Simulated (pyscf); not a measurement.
PySCF, gas phase, ωB97X-D3(BJ)/def2-SVP geometries.

Q: Estimate by transition-state theory the rate constant of H₃Si–Si•(SiH₃)–SiH₃ (SMILES [SiH3][Si]([SiH3])[SiH3]) + H₂ (SMILES [H][H]) → H₃Si–SiH(SiH₃)–SiH₃ (SMILES [SiH3][SiH]([SiH3])[SiH3]) + H• (SMILES [H]) (doublet surface; H–H broken, H–Si formed) at 1200 K, with ωB97M-D3(BJ)/def2-TZVP energies (ideal gas, 1 atm, RRHO with modes under 100 cm⁻¹ raised to 100, one conformer, R ln 2 for rigid chiral ones; no tunnelling).

A: The electronic barrier is 23.1 kcal/mol and the thermal terms add +26.5, so ΔG‡ = 49.6 kcal/mol. With k_BT/h = 2.50e+13 s⁻¹ and RT = 2.385 kcal/mol, and a volume of 1.64e-19 cm³ per molecule at 1 atm, k = 3.7e-15 cm³ molecule⁻¹ s⁻¹. Wigner's tunnelling factor for 760i cm⁻¹ would be 1.03. A shift of 1 kcal/mol in the barrier changes k by a factor 1.5. One saddle was located; it need not be the lowest between these sides. The angle at the transferred H is 180°.
